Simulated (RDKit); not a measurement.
RDKit input (MMFF94):

```python
from rdkit import Chem
from rdkit.Chem import AllChem, rdDetermineBonds

mol = Chem.MolFromXYZFile('mol.xyz')
rdDetermineBonds.DetermineBonds(mol, charge=-1)
print('SMILES', Chem.MolToSmiles(Chem.RemoveHs(mol)))
ff = AllChem.MMFFGetMoleculeForceField(mol, AllChem.MMFFGetMoleculeProperties(mol))
e0 = ff.CalcEnergy()
flag = ff.Minimize(maxIts=5000, forceTol=1e-5)
print(f'energy {e0:.4f} -> {ff.CalcEnergy():.4f} kcal/mol, converged: {flag == 0}')
print(Chem.MolToXYZBlock(mol))
```
mol.xyz:
```
5

N     -0.01174600     0.81294500     0.09531200
N     -0.00018200    -0.67601700    -0.08700100
H     -0.81512900     1.06903100    -0.49699100
H     -0.03991300    -1.09453700     0.84806000
H      0.93854200    -0.93299000    -0.40924300
```

Output:

```
SMILES [NH-]N
energy 12.6780 -> 10.2009 kcal/mol, converged: True
5

N     -0.184336    0.731838    0.228375
N     -0.051521   -0.717755    0.071272
H     -0.704559    1.117717   -0.570713
H      0.406980   -1.068491    0.912830
H      0.605008   -0.884877   -0.691627
```

The dipole moment of an ion depends on the origin.

The geometry given is a B3LYP-D3(BJ)/def2-TZVP minimum.
